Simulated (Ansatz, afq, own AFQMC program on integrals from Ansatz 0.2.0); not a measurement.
## The Al2–S3 bond of AlH₂S₂Cl, singlet, worked out

```
atom    x (Å)    y (Å)    z (Å)
   S  -0.4136   1.7515  -1.1990
  Al   0.0040  -0.0182  -0.0100
   S   1.2046   0.1797   1.7897
  Cl  -0.7432  -1.8954  -0.5927
   H  -1.1366   1.0587  -2.1077
   H   1.1269  -1.1402   2.0735
```

The molecule and both fragments are relaxed with PBE0/def2-SVP; the fragments keep their bonds.

Basis def2-TZVP. Only valence electrons are correlated. Ansatz 0.2.0 and our own AFQMC program on the same integrals; the CISD trial comes from CCSD amplitudes, and released means the phaseless constraint is let go. Error bars are statistical, one sigma.

Total energies in eV. CBS is CCSD(T) at the limit of def2-TZVPP/QZVPP (extrapolated itself); the highest rung of each member is named.

Cautions: AlH₂S₂Cl (singlet): the released value is read at 0.90 1/Eh with a noise of 17 meV, more than in the cases checked (meV from the phaseless value at times in 1/Eh: 16 ± 13 at 0.21, 6 ± 12 at 0.42, -9 ± 11 at 0.63, 19 ± 17 at 0.90); AlHSCl (doublet): the released value is read at 1.50 1/Eh with a noise of 11 meV, more than in the cases checked (meV from the phaseless value at times in 1/Eh: -9 ± 8 at 0.24, -8 ± 6 at 0.51, -4 ± 7 at 0.99, -8 ± 11 at 1.50).

| member | count | CCSD(T)/def2-TZVP | highest rung in def2-TZVP | which | CCSD(T)/CBS |
| --- | --- | --- | --- | --- | --- |
| AlHSCl, doublet | +1 | -29935.8683 | -29935.9288 ± 0.0108 | released AFQMC | -29939.0283 |
| HS (doublet) | +1 | -10837.6309 | -10837.6591 | CCSDT(Q) | -10838.7805 |
| AlH₂S₂Cl, singlet | -1 | -40777.5563 | -40777.6297 ± 0.0168 | released AFQMC | -40782.0280 |

Work out the best estimate of the bond energy: the CCSD(T)/CBS difference plus the step from CCSD(T) to the highest rung.

Sums with the counts: CCSD(T)/CBS 4.2192 eV, highest rung 4.0418 eV, CCSD(T)/def2-TZVP 4.0571 eV. The step is 4.0418 − 4.0571 = -0.0153 eV, so the best estimate is 4.2192 + (-0.0153) = 4.2039 eV = 405.6 kJ/mol, with sampling noise 0.020 eV. The step is under twice that noise, so its sign is open. The basis set is worth 0.162 eV of it. Zero-point, core-correlation and spin–orbit terms aren't in it. Past Ne the Hartree–Fock part of each CBS total tends to overshoot, since the cores don't follow the formula; that largely cancels in the difference.

Best estimates are given only where the step beyond CCSD(T) is under 0.3 eV and no member's determinant is very poor (T1 over 0.05, or 0.07 for open shells, ⟨S²⟩ too high by 0.3, two states mixed), so the hardest cases are missing from such tables.

CCSDT and higher add their correlation energy to the determinant of the CCSD(T) run, since their own runs factorise the integrals more tightly (a shift of under 2 meV). Each member of a difference takes its own highest rung, so a best estimate needn't equal the limit plus the step of one row. Released energies are given only where the last usable release times agree within the noise; a slower fall can still hide under it.
